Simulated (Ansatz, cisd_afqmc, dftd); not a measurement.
Reaction: C2H2O (SMILES O=C=C) → C2HO (SMILES [CH]=C=O, doublet) + H (doublet) (the C-H bond breaks)
Each species at its own B3LYP-D3(BJ)/def2-TZVP minimum (Ansatz, an electronic-structure program).

Property: bond dissociation energy (electronic), in kcal/mol. Radicals and triplets start from unrestricted determinants; spin-orbit coupling is neglected. Cores are frozen in correlated methods. Rows without X2C or -DK are non-relativistic. AFQMC/CISD: phaseless, guided by CISD from CCSD amplitudes; bars are statistical, one sigma. Outlying blocks are dropped, and bars are widened where a walk drifts. Over all cases where full CI ran beside it in this data, AFQMC minus full CI had a median of +0.1 mEh and passed +0.4 mEh in a tenth of the cases. CBS(X,Y): correlation extrapolated as X^-3, Hartree-Fock from the larger set. A bracket is a step between two methods taken in the basis named. Functionals run without relativity, which enters their misses. Double hybrids freeze cores in their MP2 part. 'core' is core correlation in cc-pwCVTZ, 'X2C' scalar relativity in cc-pVTZ-DK, both at CCSD(T). For partners of very few electrons the exact lower level stands in for a higher one. The UHF reference of C2HO ([CH]=C=O, doublet) is spin-contaminated (<S^2> up to 0.07 over the pure value in the sets run).

```
level                                                                                   program  bond dissociation energy (kcal/mol)
--------------------------------------------------------------------------  -------------------  -----------------------------------
r2SCAN-D4/def2-TZVPD                                                             Ansatz + dftd4                                107.4
r2SCANh/def2-TZVPD                                                                       Ansatz                                107.8
B2GP-PLYP-D4/def2-TZVPD                                                          Ansatz + dftd4                           (withheld)
CCSD/CBS(cc-pVTZ,cc-pVQZ)                                                                Ansatz                                112.9
CCSDT(Q)/cc-pVDZ                                                                         Ansatz                                107.2
AFQMC/CISD/cc-pVDZ                                                                   cisd_afqmc                          107.0 ± 0.4
CCSD(T)/CBS(cc-pVTZ,cc-pVQZ) + [AFQMC/CISD - CCSD(T)]/cc-pVDZ + core + X2C  Ansatz + cisd_afqmc                          112.6 ± 0.4
CCSD(T)/CBS(cc-pVTZ,cc-pVQZ) + [CCSDT(Q) - CCSD(T)]/cc-pVDZ + core + X2C                 Ansatz                                112.8
```

### Question
Some entries are withheld; supply them.

### Answer

- B2GP-PLYP-D4/def2-TZVPD, bond dissociation energy (kcal/mol): 110.8
